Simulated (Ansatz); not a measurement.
Rutile CrO₂

Calculation: LDA in Ansatz (plane waves, PAW).

Settings: plane-wave cutoff 520 eV, 14×14×22 k mesh (along the axes of the cell as run), Fermi–Dirac smearing 0.026 eV (set by the program), spin-polarised with parallel moments, scalar-relativistic PAW data made under PBE.

Cell: relaxed at this level.

```
Item                                             Value
---------------------------------------------  -------
elastic constant C11                           343 GPa
elastic constant C12                           267 GPa
elastic constant C13                           203 GPa
elastic constant C33                           536 GPa
elastic constant C44                           150 GPa
elastic constant C66                           260 GPa
Voigt–Reuss–Hill bulk modulus                  283 GPa
Voigt–Reuss–Hill shear modulus (Hill average)  124 GPa
Young modulus                                  324 GPa
Poisson ratio                                    0.309
```

Elastic constants are with the ions relaxed.

Computed values are for the static lattice.

Ansatz is a quantum-chemistry and plane-wave program.
